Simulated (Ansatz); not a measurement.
Diamond-structure Ge, treated with PBE0 (Ansatz, a program for electronic structure, PAW).

Run with plane-wave cutoff 520 eV, 8×8×8 k mesh, finite displacements, scalar-relativistic PAW data made under PBE.

Cell (relaxed at this level):

```yaml
crystal:
  lattice:
    - [0.00000, 2.83904, 2.83904]
    - [2.83904, 0.00000, 2.83904]
    - [2.83904, 2.83904, 0.00000]
  atoms:
    - { symbol: Ge, position: [0.50000, 0.50000, 0.50000] }
    - { symbol: Ge, position: [0.75000, 0.75000, 0.75000] }
```

**Question.** What does this level give for the zone-centre TO phonon frequency?

**Answer.** 
* **zone-centre TO phonon frequency**: 305 cm⁻¹

Measured, for comparison: zone-centre TO phonon frequency 304 cm⁻¹ (low temperature, zero-point motion not removed; as tabulated in Tanner et al. (2021), arXiv:2110.11888). Computed (rounded) less measured: zone-centre TO phonon frequency +0.3 %.

Cost on a shared machine: around 60 core-minutes (rough).
